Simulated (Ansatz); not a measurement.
AsH₄⁻, quintet: reading a ladder of total energies

Geometry: that of the AsH4⁻, triplet, kept fixed. The singlet lies 5.2 eV lower here.

```xyz
5

As    0.0000    0.0000    0.0000
H     0.2704    0.9808    1.3228
H    -0.9575   -1.0699    0.8505
H     0.1570    1.2484   -1.0963
H     0.5302   -1.1593   -1.0770
```

Basis aug-cc-pVTZ; Ansatz 0.2.0. Correlated methods freeze the noble-gas cores and the filled d shells of p-block atoms, which leaves 10 electrons in 137 orbitals. Prefix R: restricted or restricted open-shell reference; prefix U: unrestricted. No spin–orbit coupling is included, and no scalar relativity. This anion state lies near or above the neutral species, so the extra electron is weakly bound or unbound and the energies hang on the diffuse functions.

Full CI isn't at hand for all of this; UCCSDT(Q) serves as the reference, and is uncertain by about the last step of the cluster series.

Unrestricted rows (U) aren't spin-pure: their determinants' ⟨S²⟩ exceeds S(S+1) by up to 0.12, so they mix in states of higher spin.

Runs differ by some tens of microhartree through their thresholds and, for an open shell, their frozen cores, so steps under 0.03 kcal/mol mean nothing.

| level | total energy (hartree) |
| --- | --- |
| UHF | -2236.249561 |
| UMP2 | -2236.411296 |
| UCCSD | -2236.448085 |
| UCCSD(T) | -2236.457501 |
| UCCSDT | -2236.459282 |
| UCCSDT(Q) | -2236.459822 |

Q: What is the correlation energy at UCCSDT(Q), and what share of it do UMP2 and UCCSDT recover?

A: E(corr) = -2236.459822 − (-2236.249561) = -0.210261 hartree = -5.721 eV. UMP2: -0.161735 / -0.210261 = 76.92 %. UCCSDT: -0.209721 / -0.210261 = 99.74 %.

Q: By how many kcal/mol does UCCSD(T) miss UCCSDT(Q) (1 hartree = 627.509 kcal/mol), and which steps make up the rest?

A: -2236.457501 − (-2236.459822) = 0.002321 hartree = 1.46 kcal/mol. Steps: UCCSDT − UCCSD(T) = -1.12, UCCSDT(Q) − UCCSDT = -0.34 kcal/mol. Differences between like states or geometries often cancel part of this.
